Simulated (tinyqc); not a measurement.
The integration grid: Kohn-Sham SCAN on finer and finer grids in the sto-6g basis, for BH, spin multiplicity 1. Computed by the program tinyqc with PySCF. 

Geometry (angstrom):
```
atom,x,y,z
B,0.0000,0.0000,0.0000
H,0.0000,0.0000,1.5420
```

Self-consistent on each grid; the net force on the molecule should vanish.

Kohn-Sham energy on Becke grids (radial x angular points per atom):
```
grid,points,residual of the electron count,E (hartree),E - finest (mhartree),largest net force without grid terms (hartree/bohr)
10 x 14,275,-5.20e-03,-25.09677,21.02310,1.79e-01
15 x 26,771,2.28e-03,-25.11030,7.48823,3.42e-02
20 x 50,1988,1.54e-06,-25.11747,0.31768,4.53e-02
30 x 86,5141,-6.03e-05,-25.11701,0.78107,8.30e-03
50 x 194,19369,2.97e-06,-25.11839,-0.60534,4.59e-02
75 x 302,45246,-3.33e-07,-25.11752,0.27230,1.83e-02
120 x 590,141422,-7.22e-11,-25.11779,0.00000,3.70e-03
```

The energy is within 0.1 mhartree of the finest grid first at 120 x 590. The error has both signs, since quadrature is not variational. The electron count and the net force are cheap signs of a poor grid.
